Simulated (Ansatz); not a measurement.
CH5BS, SMILES `BCS`. The species carries charge 0 and has multiplicity 1.

```xyz
8

B     0.568   -0.827   -0.290
C    -0.162    0.538   -0.342
S    -1.224    1.027    1.041
H     0.613   -1.492    0.705
H     1.142   -1.202   -1.271
H    -0.743    0.614   -1.268
H     0.646    1.277   -0.468
H    -0.839    0.064    1.892
```

**Question.** List the harmonic frequencies (cm⁻¹, unscaled) at PBE0-D4/def2-TZVP in Ansatz. (An estimate is asked.)

**Answer.** The calculation gave: 72, 106, 291, 504, 648, 848, 963, 994, 1012, 1133, 1205, 1269, 1392, 2576, 2659, 2713, 2992, 3074.

**Question.** Is this a minimum?

**Answer.** Yes, all 18 modes are real.

**Question.** Give the ideal-gas thermochemistry at 298.15 K and 1 bar (rigid rotor, harmonic oscillator; point group C1, symmetry number 1).

**Answer.** Zero-point energy 146.3 kJ/mol; H(298) − E = 162.8 kJ/mol; entropy 301.9 J/(mol·K), of which translation 159.9, rotation 97.9, vibration 44.1; G(298) − E = 72.8 kJ/mol. Modes under 100 cm⁻¹ are hindered rotations or soft bends, so the harmonic entropy is rough.

**Question.** Rotational constants (cm⁻¹)?

**Answer.** 1.116, 0.1844, 0.1631.
